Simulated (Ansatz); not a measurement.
We consider 1T (CdI2-type) PtS₂, described by PBE-D3(BJ) in Ansatz (PAW).

Run with plane-wave cutoff 520 eV, 12×12×8 k mesh (along the axes of the cell as run), Fermi–Dirac smearing 0.01 eV, scalar-relativistic PAW data made under PBE.

The volume scan:

```
V (Å³/atom)  E − E_lowest (meV/atom)  P (GPa)
-----------  -----------------------  -------
16.592                          4.02    2.088
16.937                          0.88    0.881
17.283                          0.00   -0.003
17.629                          0.78   -0.685
17.974                          2.82   -1.184
```

Q: Estimate the bulk modulus from the pressures at 16.937 and 17.629 Å³/atom, and compare it with a fit to all energies.

A: B = −V dP/dV. Between V = 16.937 and 17.629 Å³/atom, dP/dV = (-0.685 − (0.881))/(17.629 − 16.937) = -2.26 GPa per Å³/atom; at the midpoint 17.283 Å³/atom this gives B ≈ 39.1 GPa. The third-order Birch–Murnaghan fit gives V0 = 17.276 Å³/atom, B0 = 39.3 GPa, B′ = 13.6, which lies within 1 % of that estimate.

Shape and atoms are relaxed at each volume.

Note: the gap of the solid is closed in this run; this level leaves the solid without a gap, although one is measured; the bulk modulus comes from volumes at which shape and atoms were relaxed.

Spin–orbit coupling is not included; it can open a gap where bands touch, and shift volumes and moduli.

Static lattice: no zero-point or thermal effects.

Ansatz is a quantum-chemistry and plane-wave program.
